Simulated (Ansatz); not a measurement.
The input, for Ansatz 0.2.0:

```yaml
crystal:
  periodic: [false, false, false]
  atoms:
    - {symbol: Cl, position_ang: [0.000000, 0.000000, -1.253000]}
    - {symbol: H, position_ang: [0.000000, 0.000000, 0.192000]}
    - {symbol: H, position_ang: [0.000000, 0.000000, 1.061000]}
basis:
  gaussian: {orbitals: 6-31G}
magnetization: {spin_polarized: false, initial_magnetization: 1}
correlation: {method: ccsd_t, electrons: outside_noble_gas}
```

```sh
$ ansatz run in.yaml --threads 1 --pin off --events-out ev --progress --plain --max-ram 2393MiB
```

Output:

```
204 factors; integrals over basis functions are off by at most 7.8e-4 eV
mean field evaluation 1: about -12530.7169 eV, gradient 9.6e0 eV
mean field evaluation 2: about -12530.7185 eV, gradient 9.6e0 eV
mean field evaluation 4: about -12531.2237 eV, gradient 6.8e-1 eV
mean field evaluation 8: about -12531.2297 eV, gradient 3.7e-2 eV
mean field evaluation 16: about -12531.2260 eV, gradient 2.2e-1 eV
mean field evaluation 32: about -12529.5456 eV, gradient 5.8e-4 eV
mean field -12531.22978437 eV, -460.5142006030 hartree, gradient 8.8e-7 eV, S^2 0.750000; 1 other end points of the search recorded, 0 dependent functions left out
determinant -12531.22978437 eV, -460.5142006030 hartree, with singles and doubles -12533.19300018 eV, -460.5863474533 hartree
determinant -12529.54558655 eV, -460.4523074746 hartree, with singles and doubles -12531.07064032 eV, -460.5083521671 hartree
5 core orbitals not correlated: weight in the atoms' cores, before any rotation towards them, 1.000 or more for the frozen orbitals, at most 0.000 for the correlated occupied ones
reference -12531.22978437 eV, -460.5142006030 hartree; 5, 4 occupied and 7, 8 virtual orbitals, 204 factors
second order -1.48450703 eV of doubles, -0.13206227 eV of singles
cycle   1  -1.96322699 eV  change   -1.1e-5 eV  update   1.2e-4
cycle   2  -1.96320053 eV  change    2.6e-5 eV  update   7.1e-5
cycle   3  -1.96319450 eV  change    6.0e-6 eV  update   1.8e-5
cycle   4  -1.96319235 eV  change    2.1e-6 eV  update   6.2e-6
perturbative correction -0.01713744 eV, -0.0006297892 hartree
Total energy: -12533.21011416 eV, -460.5869763803 hartree
```

For the same geometry and basis full CI lies 5.0 meV lower.

Ran on 1 thread of Arm Neoverse V1, shared host: 0.36 s wall, 0.07 GiB peak host memory.
